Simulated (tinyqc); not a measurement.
A ladder of methods, and size consistency: correlation methods against full CI in the sto-6g basis, for LiH, spin multiplicity 1. Computed by the program tinyqc with PySCF. All electrons correlated; +Q is the Davidson correction (1 - c0^2) E_corr. The last columns treat two copies 100 angstrom apart as one system. FCI is the lowest singlet.

Geometry (angstrom):
```
atom       x       y       z
Li    0.0000  0.0000  0.0000
H     0.0000  0.0000  2.0090
```

RHF energy of one = -7.919414 hartree

Correlation energies (hartree):
```
method   E_corr of one  share of FCI (%)  E_corr of two at 100 angstrom  two minus twice one (mhartree)
MP2           -0.01760            57.924                       -0.03520                       -4.89e-05
CISD          -0.03037            99.930                       -0.05800                           2.738
CISD+Q        -0.03193           105.057                       -0.06285                           0.997
CCSD          -0.03037            99.945                       -0.06074                       -1.18e-04
CCSD(T)       -0.03039            99.989                       -0.06077                       -1.17e-04
FCI           -0.03039           100.000                              -                               -
```

What does the comparison show, and why?

MP2 recovers 58 %, CISD 99.9 % and CCSD 99.9 % of the FCI value (c0^2 = 0.949 in CISD). MP2 and coupled cluster are size consistent, so their last column vanishes but for a trace of long-range electrostatics; CISD loses 2.74 mhartree, since a double excitation on each copy is a quadruple of the pair, and the Davidson correction leaves +1.00.
